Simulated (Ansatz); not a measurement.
C3H7FO, SMILES `COCCF`. Charge 0, multiplicity 1.

```
atom   x (Å)   y (Å)   z (Å)
  C1   1.576  -0.448   0.365
  O2   0.917   0.209  -0.691
  C3  -0.306   0.795  -0.340
  C4  -1.464  -0.166  -0.263
  F5  -1.403  -0.944   0.884
  H6   2.566  -0.721  -0.001
  H7   1.689   0.216   1.233
  H8   1.049  -1.351   0.687
  H9  -0.222   1.340   0.612
 H10  -0.535   1.523  -1.125
 H11  -1.460  -0.841  -1.124
 H12  -2.408   0.388  -0.237
```

**Question.** List the harmonic frequencies (cm⁻¹, unscaled) at PBE0-D4/def2-TZVP in Ansatz. (Best estimate.)

**Answer.** The calculation gave: 75, 140, 200, 330, 397, 511, 845, 919, 1014, 1105, 1116, 1179, 1189, 1233, 1279, 1334, 1394, 1422, 1458, 1476, 1485, 1488, 1505, 2999, 3008, 3049, 3080, 3084, 3109, 3138.

**Question.** Is this a minimum?

**Answer.** Yes, all 30 modes are real.

**Question.** Give the ideal-gas thermochemistry at 298.15 K and 1 bar (rigid rotor, harmonic oscillator; point group C1, symmetry number 1).

**Answer.** Zero-point energy 266.5 kJ/mol; H(298) − E = 284.9 kJ/mol; entropy 323.6 J/(mol·K), of which translation 163.2, rotation 107.6, vibration 52.8; G(298) − E = 188.5 kJ/mol. Modes under 100 cm⁻¹ are hindered rotations or soft bends, so the harmonic entropy is rough.
